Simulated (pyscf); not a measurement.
Thermochemistry of product channels of `[F][SiH2][SiH2][F]` on the singlet surface, in kcal/mol, from ωB97M-D3(BJ)/def2-TZVP energies (ideal gas, 1 atm, RRHO with modes under 100 cm⁻¹ raised to 100, one conformer, R ln 2 for chiral ones without a mode under 150 cm⁻¹). Structures and frequencies: ωB97X-D3(BJ)/def2-SVP in PySCF.

```csv
products,ΔE,ΔH(298 K),ΔG(600 K),ΔG(900 K)
`[F][SiH]=[SiH][F]` + `[H][H]`,+62.1,+58.7,+39.7,+29.8
`[F][Si][SiH2][F]` [singlet] + `[H][H]`,(withheld),+47.6,+28.2,+18.1
```

Some entries are withheld; supply them.


- `[F][Si][SiH2][F]` [singlet] + `[H][H]`, ΔE: +50.8

These are energies of the channels, which say nothing of barriers. F–SiH₂–SiH₂–F lies 7.8 kcal/mol over its isomer F–SiH(F)–SiH₃ (electronic energy, ωB97M-D3(BJ)/def2-TZVP). F–SiH=SiH–F lies 15.2 kcal/mol over its isomer F–Si(F)=SiH₂ (electronic energy, ωB97M-D3(BJ)/def2-TZVP). A restricted solution here is unstable towards spin polarisation, so biradical character is likely and single-reference numbers are less safe.
